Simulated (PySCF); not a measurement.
All values below come from PySCF 2.14.0 with B3LYP-D3(BJ)/def2-TZVP. All species are isolated molecules in the gas phase. B3LYP has the VWN-RPA correlation part, as in Gaussian. 

Reference species (SMILES): `[SiH3]` (neutral, multiplicity 2).

- dipole moment: 0.08 D
- highest occupied spin orbital: -6.11 eV

Changed species: `[SH]` (radical fragment; the reference has radical fragment).

Task: Predict the effect on the dipole moment and highest occupied spin orbital.

Result: the dipole moment increases by 0.78 D, to 0.86 D; the highest occupied spin orbital falls by 1.06 eV, to -7.17 eV.
